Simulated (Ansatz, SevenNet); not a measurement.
Equilibrium volume per atom of hcp Be at several levels of theory

No measured value is used here.

| level (code) | value (Å³/atom) |
|---|---|
| SevenNet-0 | 7.94 |
| LDA (Ansatz) | 7.55 |
| PBE (Ansatz) | 7.91 |
| revPBE (Ansatz) | 8.08 |
| PBEsol-D3(BJ) (Ansatz) | ? |
| r²SCAN (Ansatz) | 7.91 |
| HSE06 (Ansatz) | ? |

Problem. Some entries are withheld; supply them.

Solution. 
- PBEsol-D3(BJ) (Ansatz, a program for electronic structure), value (Å³/atom): 7.48
- HSE06 (Ansatz), value (Å³/atom): 7.87

HSE06: exact exchange on metals is sensitive to the k mesh and can open a false gap. HSE06: the run warned that the count of filled bands differs between k points. Cutoffs and k meshes differ between the levels. Ansatz's density-functional and Hartree–Fock values are scalar-relativistic unless marked +SOC, with PAW data made under PBE.

Machine-learned potentials (SevenNet-0) are trained on DFT data: a solid inside that data is no test of them.
